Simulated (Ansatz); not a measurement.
A CCSD(T) single point on `FC#CCCCl`.

```yaml
crystal:
  periodic: [false, false, false]
  atoms:
    - {symbol: F, position_ang: [1.485346, -2.889571, 1.482822]}
    - {symbol: C, position_ang: [0.891988, -1.989821, 0.803736]}
    - {symbol: C, position_ang: [0.331209, -1.157119, 0.156186]}
    - {symbol: C, position_ang: [-0.339334, -0.110415, -0.601811]}
    - {symbol: C, position_ang: [-0.185632, 1.237112, 0.084422]}
    - {symbol: Cl, position_ang: [-1.007298, 2.512698, -0.846759]}
    - {symbol: H, position_ang: [-1.402099, -0.345127, -0.708073]}
    - {symbol: H, position_ang: [0.075338, -0.053331, -1.612096]}
    - {symbol: H, position_ang: [-0.629207, 1.224879, 1.078625]}
    - {symbol: H, position_ang: [0.862689, 1.519494, 0.165848]}
basis:
  gaussian: {orbitals: def2-TZVPP}
correlation: {method: ccsd_t}
```

```sh
$ ansatz run in.yaml --threads 4 --pin off --events-out ev --progress --plain --max-ram 10444MiB
```

Output of Ansatz, abridged:

```
Functional definition: HF
1544 factors; integrals over basis functions are off by at most 9.8e-4 eV
mean field evaluation 1: about -19391.9437 eV, gradient 3.3e1 eV
mean field evaluation 2: about -19392.3077 eV, gradient 3.3e1 eV
mean field evaluation 4: about -19395.0359 eV, gradient 5.9e0 eV
mean field evaluation 8: about -19395.1362 eV, gradient 3.2e-1 eV
mean field -19395.13655754 eV, -712.7581219940 hartree, gradient 3.9e-6 eV, S^2 0.000000; 0 other end points of the search recorded, 0 dependent functions left out
10 core orbitals not correlated: weight in the atoms' cores, before any rotation towards them, 1.000 or more for the frozen orbitals, at most 0.000 for the correlated occupied ones
reference -19395.13655754 eV, -712.7581219940 hartree; 17, 17 occupied and 226, 226 virtual orbitals, 1544 factors
second order -29.12581251 eV of doubles, -0.00000000 eV of singles
cycle   1  -29.29300517 eV  change   -1.7e-1 eV  update   1.2e-1
cycle   2  -29.97733995 eV  change   -6.8e-1 eV  update   3.5e-2
cycle   3  -30.13833512 eV  change   -1.6e-1 eV  update   1.7e-2
cycle   4  -30.13429231 eV  change    4.0e-3 eV  update   4.5e-3
cycle   5  -30.13386440 eV  change    4.3e-4 eV  update   1.8e-3
cycle   6  -30.13528673 eV  change   -1.4e-3 eV  update   4.7e-4
cycle   7  -30.13532904 eV  change   -4.2e-5 eV  update   1.6e-4
cycle   8  -30.13530844 eV  change    2.1e-5 eV  update   4.7e-5
cycle   9  -30.13533436 eV  change   -2.6e-5 eV  update   1.6e-5
perturbative correction -1.30619107 eV, -0.0480016364 hartree
Total energy: -19426.57808298 eV, -713.9135767418 hartree
```

Run time 2.1 min (4 threads of an Intel Xeon Platinum 8259CL on a shared host); peak host memory 5.9 GiB.

MP2 recovers 92.6 % of the CCSD(T) correlation energy and the triples give 4.2 %; T1 = 0.0111.
